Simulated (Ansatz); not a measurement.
`[SiH3]N[SiH3]` + `[OH]`• → `[SiH3][N][SiH3]`• + H₂O at 400 K and 1 bar (hydrogen abstraction from the N–H bond).

Program: Ansatz. Geometries: PBE0-D4/def2-TZVP. ΔE: electronic, gas phase. CCSD(T)/CBS adds triple-zeta CCSD(T) − MP2 to the extrapolated MP2 energy (def2 sets, frozen cores). This one scheme is used for every species. Open shells (•) are unrestricted, without spin–orbit coupling.

```csv
species,CCSD(T)/CBS energy (Eh),H − E (kJ/mol),S (J/(mol·K))
`[SiH3]N[SiH3]`,-637.10515,203.4,366.7
`[OH]`•,-75.67771,34.1,192.6
`[SiH3][N][SiH3]`•,-636.41612,168.5,374.1
H₂O,-76.37941,69.8,198.6
```

H − E and S are ideal-gas, rigid-rotor, harmonic terms from PBE0-D4/def2-TZVP, with the whole ground term of open shells counted as degenerate. 1 Eh = 2625.50 kJ/mol, R = 8.31446 J/(mol·K).

Task: By hand: ΔE, ΔH, ΔS and ΔG.

Result: ΔE = (-636.41612) + (-76.37941) − (-637.10515) − (-75.67771) = -0.01267 Eh = -33.3 kJ/mol. Δ(H − E) = 168.5 + 69.8 − 203.4 − 34.1 = 0.8, so ΔH = -32.5 kJ/mol. ΔS = 374.1 + 198.6 − 366.7 − 192.6 = 13.4 J/(mol·K). ΔG = -32.5 − 400 × (13.4)/1000 = -37.9 kJ/mol.

Task: By hand: the equilibrium constant, and the temperature at which ΔG would vanish if ΔH and ΔS stayed fixed.

Result: log₁₀ K = −ΔG/(RT ln 10) = 4.9. ΔH and −TΔS have one sign here, so there is no such temperature.

The number of gas molecules stays the same, so ΔS is small and ΔH decides. A doubt of 5 kJ/mol in ΔE shifts log₁₀ K by 0.7 here. Modes under 60 cm⁻¹, often nearly free rotors, make the harmonic entropy too high. These are equilibria of isolated gas molecules and say nothing of rates. Largest T1 diagnostic: 0.018 (customary marks: 0.02 for closed shells, 0.045 for open ones).
